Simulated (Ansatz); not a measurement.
**Si₂N (doublet): the correlation ladder, def2-TZVPP**

One table from this session's results is given with a row withheld; the runs are named, their logs left out.

Method: def2-TZVPP, core rule «outside noble gas», up to 11 orbitals frozen; program: Ansatz 0.2.0, Gaussian basis.

The runs, in order: UHF; ROHF; CCSD(T) on UHF.

### The geometry

The geometry is a PBE0/def2-TZVP stationary point (not a proven minimum) of the parent state, kept for this charge and spin.

3 atoms, charge 0, spin multiplicity 2.

Atoms are counted from 1 here; the program's logs count them from 0.

Bond lengths: N1–Si2 1.661 Å, Si2–Si3 2.244 Å. Angles: N1–Si2–Si3 180.0°.

As a file:

```xyz
3
charge 0, multiplicity 2
N     0.0000    0.0000   -1.8549
Si    0.0000    0.0000   -0.1944
Si    0.0000    0.0000    2.0493
```

Set-up of the first run:

in.yaml reads:

```yaml
crystal:
  periodic: [false, false, false]
  atoms:
    - {symbol: N, position_ang: [0.000000, 0.000000, -1.854900]}
    - {symbol: Si, position_ang: [0.000000, 0.000000, -0.194400]}
    - {symbol: Si, position_ang: [0.000000, 0.000000, 2.049300]}
basis:
  gaussian: {orbitals: def2-TZVPP}
magnetization: {spin_polarized: true, initial_magnetization: 1}
hamiltonian: {xc: hf}
output: {orbitals: {seedname: orbitals}}
```

Launch:

```console
$ ansatz run in.yaml --threads 1 --pin off --events-out ev --progress --plain --max-ram 2816MiB --backend cpu
```

Among the steps run: UHF; ROHF; CCSD(T) on UHF.

One of the session's tables, all rows but one given; the rest of the session is left out.

It belongs to the step «Misses and costs». 

```
  method  from UCCSD(T) (kJ/mol)
    ROHF                 +1181.1
     UHF                       ?
    UMP2                  +244.4
   UCCSD                   +73.9
UCCSD(T)                       0
```

Q: Estimate the row for UHF from the others.

The run gave: from UCCSD(T) (kJ/mol): +1043.2. In the column «from UCCSD(T) (kJ/mol)» it lies between UMP2 (+244.4) and ROHF (+1181.1).

To keep in mind: The determinant is far from a pure spin state, so its energy mixes those of several spin states (harmless only where they are near-degenerate, as at dissociation).
